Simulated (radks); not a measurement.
# Spin polarisation of the 3p shell in Cl³⁺

One table from this session's results is given with a row withheld; the runs are named, their logs left out.

The numbers are computed with radks (a radial shooting solver on a logarithmic mesh, Libxc functionals) version 1 (scalar-relativistic Kohn-Sham, PBE, spin-polarised, spherical densities, finite nucleus), except any that are marked as measured or tabulated.

## What is computed

```
element            : chlorine (Z = 17)
charge             : +3
electrons          : 14
configuration      : [Ne] 3s2 3p(up 1, down 1)
nuclear rms radius : 3.3654 fm
```

A shell typed twice in an input gives spin up, then spin down.

The first run:

Settings of this run:

```text
Z 17
configuration [Ne] 3s2 3p1 3p1
relativity scalar-relativistic
functional pbe,pbe
spin polarised
nucleus finite rms 3.3654 fm
c 137.035999084
```

Steps of the session up to this table: No moment.

One of the session's tables, all rows but one given; the rest of the session is left out.

It belongs to the step «No moment». Radial moments (bohr):

| level | <r> | outermost maximum (interpolated) | 90 % within | nodes |
| --- | --- | --- | --- | --- |
| 1s | ? | ? | ? | ? |
| 2s | 0.4433 | 0.361 | 0.693 | 1 |
| 2p | 0.4055 | 0.301 | 0.673 | 0 |
| 3s | 1.396 | 1.23 | 2.07 | 2 |
| 3p | 1.518 | 1.31 | 2.29 | 1 |

Estimate the missing values for 1s.

**Answer.** <r>: 0.09096; outermost maximum (interpolated): 0.0595; 90 % within: 0.162; nodes: 0. In the column «<r>» it is the lowest.
